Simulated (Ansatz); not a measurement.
This geometry of ClH + H4OSi (8 atoms, charge 0, multiplicity 1) is a first-order saddle point.

All numbers below come from Ansatz 0.2.0, RKS B3LYP/def2-SVP.

```xyz
8
Properties=species:S:1:pos:R:3
Si 0.101 -0.183 -0.042
O 0.046 -0.138 1.863
H -0.791 0.048 2.320
H 1.343 0.353 -0.640
H -0.815 1.022 0.007
H -0.724 -1.159 -0.793
Cl 1.388 -2.138 0.789
H 0.486 -1.035 2.071
```

Q: Which two structures does it join? (They come from a converged band through this point; their orientation in space is the band's.)

A: Bonds broken: Si1–O2, Cl7–H8. Bonds formed: Si1–Cl7, O2–H8. ClH + H4OSi becomes ClH3Si + H2O.

First end point:

```xyz
8
Properties=species:S:1:pos:R:3
Si -0.246 0.249 -0.112
O -0.043 -0.189 1.508
H -0.834 -0.236 2.061
H 1.122 0.295 -0.681
H -0.898 1.589 -0.202
H -1.088 -0.744 -0.840
Cl 1.892 -2.628 1.957
H 1.129 -1.567 1.883
```

Last end point:

```xyz
8
Properties=species:S:1:pos:R:3
Si 0.437 -0.117 -0.429
O -0.655 -0.342 2.493
H -1.226 -1.121 2.429
H 0.981 0.000 -1.810
H 0.430 1.212 0.223
H -0.909 -0.736 -0.491
Cl 1.746 -1.400 0.596
H 0.231 -0.727 2.564
```

Q: How far does it lie above each of them?

A: 92.5 kJ/mol above the first and 90.2 kJ/mol above the second. This is the barrier of this one path; another mechanism may lie lower. The orbitals stay closed-shell, which can raise the energy where a bond breaks towards radicals; this wasn't checked here.

The run took 4.1 min on 1 thread of Arm Neoverse V2, on a shared host, peak memory 0.16 GiB.
